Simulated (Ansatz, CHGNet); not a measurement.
For rutile SnO2, the machine-learned potential CHGNet-r²SCAN (trained on r²SCAN data) gives:

```
Quantity                          Result
------------------------------  --------
lattice parameter a              4.777 Å
c axis length                    3.196 Å
elastic constant C11             193 GPa
elastic constant C44            39.7 GPa
Voigt–Reuss–Hill shear modulus  47.5 GPa
```

Question: What does r²SCAN (plane waves, PAW; Ansatz, a quantum-chemistry and plane-wave program) give for the same quantities?

Answer: 
- lattice constant a: 4.760 Å (falls by 0.4 %)
- lattice parameter c: 3.201 Å (rises by 0.2 %)
- elastic constant C11: 254 GPa (goes up by 32 %)
- elastic constant C44: 99.5 GPa (grows by 150 %)
- Voigt–Reuss–Hill shear modulus: 98.3 GPa (rises by 110 %)

For comparison: lattice constant a 4.737 Å (measured, room temperature, not corrected to a static lattice; as tabulated in Hiroi (2015), arXiv:1503.02262); lattice parameter c 3.186 Å (measured, room temperature, no zero-point or thermal correction; as tabulated in Hiroi (2015), arXiv:1503.02262); elastic constant C11 262 GPa (measured, temperature not stated, not corrected to a static lattice; as tabulated in Oses et al. (2018), arXiv:1811.08464); elastic constant C44 103 GPa (measured, temperature not stated, no zero-point or thermal correction; as tabulated in Oses et al. (2018), arXiv:1811.08464); Voigt–Reuss–Hill shear modulus 102 GPa (measured, temperature not stated, not corrected to a static lattice, Hill average of measured single-crystal constants; as tabulated in Oses et al. (2018), arXiv:1811.08464).

Changes are worked out from the printed values.

Unless a cell is named, each level is at its own relaxed cell (CHGNet-r²SCAN 12.15, r²SCAN 12.09 Å³/atom).

Ansatz's density-functional and Hartree–Fock values are scalar-relativistic unless marked +SOC, with PAW data made under PBE.
